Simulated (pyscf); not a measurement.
H₂C=GeH₂ + H₂ → GeH₂ [singlet] + CH₄, a concerted two-bond exchange (singlet surface; C–Ge, H–H broken, C–H, C–H formed). Optimised with ωB97X-D3(BJ)/def2-SVP in PySCF. Energies in kcal/mol from the separated reactants.

AM1 to PM7: differences of heats of formation from MOPAC, which are fitted to 298 K values and so differ in kind from electronic energies by zero-point and thermal terms. 

Problem. Quick PM7 single points give ΔE‡ = 64.2 kcal/mol and ΔE = +49.7 kcal/mol. What does ωB97M-D3(BJ)/def2-TZVP give, and how far is the quick result from it?

Solution. ωB97M-D3(BJ)/def2-TZVP gives ΔE‡ = 39.1 kcal/mol and ΔE = -26.0 kcal/mol. PM7 lies 25.0 kcal/mol over it in the barrier and 75.6 kcal/mol over it in the reaction energy, so on this step it does not hold to within 3.0 kcal/mol. ωB97M-D3(BJ)/def2-TZVP has limits of its own. On the product side the descent ends in a complex, 4.3 kcal/mol under the separated species and 68.2 kcal/mol under the saddle at ωB97X-D3(BJ)/def2-TZVP. At ωB97X-D3(BJ)/def2-TZVP the barrier from the zero used here is 41.4 kcal/mol. H₂C=GeH₂ lies 16.7 kcal/mol over its isomer H₃C–GeH: [singlet] (electronic energy, ωB97M-D3(BJ)/def2-TZVP). One saddle was located; it need not be the lowest between these sides. In the def2 sets elements up to Kr have no core potential.
